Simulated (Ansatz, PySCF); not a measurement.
A calculation on grey tin (α-Sn) returned lattice constant a 6.571 Å, bulk modulus 38.7 GPa, cohesive energy 3.46 eV/atom.

For reference: lattice constant a 6.477 Å (measured, static lattice: zero-point anharmonic expansion removed; as tabulated in Mejia-Rodriguez and Trickey (2018), arXiv:1807.09216); bulk modulus 42.8 GPa (measured, 0 K value with the zero-point phonon effect removed; as tabulated in Mejia-Rodriguez and Trickey (2018), arXiv:1807.09216).

Question: Which level of theory produced these numbers?
A) PBE-D3(BJ) (Ansatz (a program for electronic structure))
B) CCSD (PySCF)
C) PBE0 (Ansatz)
D) r²SCANh (Ansatz)

Answer: A, PBE-D3(BJ) (Ansatz)

The others give: PBE0 6.544 Å, 43.8 GPa, 3.15 eV/atom; r²SCANh 6.542 Å, 45.1 GPa, 3.23 eV/atom; CCSD 6.447 Å, 47.1 GPa, 3.29 eV/atom.

Unless a cell is named, each level is at its own relaxed cell (CCSD 33.50, PBE-D3(BJ) 35.47, PBE0 35.04, r²SCANh 34.99 Å³/atom).

Ansatz's density-functional and Hartree–Fock values are scalar-relativistic unless marked +SOC, with PAW data made under PBE.
